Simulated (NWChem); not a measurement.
**chlorine (Cl$_{2}$) in NWChem**

```xyz
2

Cl     0.0000     0.0000     1.0128
Cl     0.0000     0.0000    -1.0128
```
Charge 0, spin multiplicity 1.

The numbers come from NWChem runs, not from measurements. Structure: optimised with PBE0/def2-SVP, a minimum by its harmonic frequencies.

Static limit. This basis has no diffuse functions, which lowers polarisabilities.

The correlated methods keep 10 core orbitals frozen. The Pople sets run with spherical d functions.

### Question
Give the polarisability tensor in bohr³ at CCSD linear response/6-31G* (spherical d), 10 core orbitals frozen, in the frame of the coordinates, and its isotropic mean.

### Answer
```
10.45   0.00   0.00
 0.00  10.45   0.00
 0.00   0.00  33.52
```
Mean (one third of the trace): 18.14 bohr³.
